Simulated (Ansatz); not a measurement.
Ansatz (a quantum-chemistry and plane-wave program) input (MP2/6-31G*):

Ansatz 0.2 input:
```yaml
crystal:
  periodic: [false, false, false]
  atoms:
    - {symbol: C, position_ang: [-0.00233672, -0.01320033, 0.40656095]}
    - {symbol: C, position_ang: [0.00434316, -0.80707826, -0.83785496]}
    - {symbol: C, position_ang: [0.00558042, 0.70710030, -0.90415124]}
    - {symbol: C, position_ang: [-0.00965178, 0.02786477, 1.68743715]}
    - {symbol: H, position_ang: [-0.90729426, -1.32815147, -1.10616783]}
    - {symbol: H, position_ang: [0.91840434, -1.32918531, -1.09570815]}
    - {symbol: H, position_ang: [0.92166364, 1.20832260, -1.19218898]}
    - {symbol: H, position_ang: [-0.90657413, 1.20935788, -1.20266321]}
    - {symbol: H, position_ang: [-0.01381006, 0.75153746, 2.48477683]}
basis:
  gaussian:
    orbitals: 6-31G*
magnetization: {spin_polarized: true, initial_magnetization: 1}
correlation: {method: mp2, electrons: outside_noble_gas}
relax: {f_tol: 0.003, max_steps: 120}
```

**Question.** What final total energy does it give?

**Answer.** -154.71925 Eh.

The determinant is spin-contaminated: <S^2> is 0.92 against 0.75 for a pure state.
